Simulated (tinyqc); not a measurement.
Pariser-Parr-Pople SCF with singles CI, for the molecule c1cc[cH-]c1 (SMILES; centres numbered as the heavy atoms are written), step by step. One step of it, computed by the program tinyqc.

Task: PPP integrals. Ohno: gamma = 14.399645/sqrt(R^2 + a^2), a = 2 x 14.399645/(gamma_rr + gamma_ss); H_rr = -W_r - sum_(s != r) z_s gamma_rs; H_rs = beta for bonds.

Centres (angstrom, eV; a flat drawing with bonds scaled to 1.40 angstrom):
```
centre          x          y  core charge z          W   gamma_rr
1C       1.191000   0.000000              1  10.310000  12.260000
2C       0.368000   1.133000              1  10.310000  12.260000
3C      -0.963000   0.700000              1  10.310000  12.260000
4C      -0.963000  -0.700000              1  10.310000  12.260000
5C       0.368000  -1.133000              1  10.310000  12.260000
```

Resonance integrals (eV):
```
i  j       beta
1  2  -2.390000
2  3  -2.390000
3  4  -2.390000
4  5  -2.390000
5  1  -2.390000
```

Give: repulsion gamma_rs; core matrix H.

Result:

repulsion gamma_rs (eV), order 1C, 2C, 3C, 4C, 5C:
```
[[12.260, 7.879, 5.644, 5.644, 7.879],
 [7.879, 12.260, 7.881, 5.643, 5.642],
 [5.644, 7.881, 12.260, 7.880, 5.643],
 [5.644, 5.643, 7.880, 12.260, 7.881],
 [7.879, 5.642, 5.643, 7.881, 12.260]]
```

core matrix H (eV), order 1C, 2C, 3C, 4C, 5C:
```
[[-37.355, -2.390, 0.000, 0.000, -2.390],
 [-2.390, -37.354, -2.390, 0.000, 0.000],
 [0.000, -2.390, -37.358, -2.390, 0.000],
 [0.000, 0.000, -2.390, -37.358, -2.390],
 [-2.390, 0.000, 0.000, -2.390, -37.354]]
```
